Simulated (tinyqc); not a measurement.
Extended Hueckel theory, for NH3, step by step. One step of it, computed by the program tinyqc.

Problem. Orbitals. Solve H C = S C e through S^(-1/2); fill by pairs from the bottom, a degenerate level sharing its electrons equally; each orbital has its largest coefficient positive (the first on a tie).

H (eV), order 1N 2s, 1N 2px, 1N 2py, 1N 2pz, 2H 1s, 3H 1s, 4H 1s:
$$\begin{pmatrix}
-26.000000 & 0.000000 & 0.000000 & 0.000000 & -17.841607 & -17.825482 & -17.825482 \\
0.000000 & -13.400000 & 0.000000 & 0.000000 & -10.375157 & 5.186592 & 5.186592 \\
0.000000 & 0.000000 & -13.400000 & 0.000000 & 0.000000 & -8.980278 & 8.980278 \\
0.000000 & 0.000000 & 0.000000 & -13.400000 & 3.344996 & 3.340709 & 3.340709 \\
-17.841607 & -10.375157 & 0.000000 & 3.344996 & -13.600000 & -4.818172 & -4.818172 \\
-17.825482 & 5.186592 & -8.980278 & 3.340709 & -4.818172 & -13.600000 & -4.814793 \\
-17.825482 & 5.186592 & 8.980278 & 3.340709 & -4.818172 & -4.814793 & -13.600000
\end{pmatrix}$$

overlap S, order 1N 2s, 1N 2px, 1N 2py, 1N 2pz, 2H 1s, 3H 1s, 4H 1s:
$$\begin{pmatrix}
1.000000 & 0.000000 & 0.000000 & 0.000000 & 0.514909 & 0.514444 & 0.514444 \\
0.000000 & 1.000000 & 0.000000 & 0.000000 & 0.439160 & -0.219538 & -0.219538 \\
0.000000 & 0.000000 & 1.000000 & 0.000000 & 0.000000 & 0.380118 & -0.380118 \\
0.000000 & 0.000000 & 0.000000 & 1.000000 & -0.141587 & -0.141406 & -0.141406 \\
0.514909 & 0.439160 & 0.000000 & -0.141587 & 1.000000 & 0.202444 & 0.202444 \\
0.514444 & -0.219538 & 0.380118 & -0.141406 & 0.202444 & 1.000000 & 0.202302 \\
0.514444 & -0.219538 & -0.380118 & -0.141406 & 0.202444 & 0.202302 & 1.000000
\end{pmatrix}$$

valence electrons = 8

Give: orbital energies; occupations; coefficients; sum of one-electron energies.

Solution.

orbital energies (eV): [-28.105, -16.601, -16.600, -13.646, 5.159, 5.189, 26.332]

occupations: [2.000, 2.000, 2.000, 2.000, 0.000, 0.000, 0.000]

coefficients, order 1N 2s, 1N 2px, 1N 2py, 1N 2pz, 2H 1s, 3H 1s, 4H 1s:
$$\begin{pmatrix}
0.741 & 0.000 & 0.000 & 0.148 & 0.000 & -0.001 & 1.369 \\
0.000 & 0.634 & 0.000 & 0.000 & 0.000 & 1.080 & 0.002 \\
0.000 & 0.000 & 0.635 & 0.000 & 1.080 & 0.000 & 0.000 \\
0.020 & 0.000 & 0.000 & 0.972 & 0.000 & 0.000 & -0.406 \\
0.154 & 0.439 & 0.000 & -0.056 & 0.000 & -1.057 & -0.763 \\
0.154 & -0.220 & 0.380 & -0.056 & -0.916 & 0.530 & -0.760 \\
0.154 & -0.220 & -0.380 & -0.056 & 0.916 & 0.530 & -0.760
\end{pmatrix}$$

sum of one-electron energies = -149.904 eV
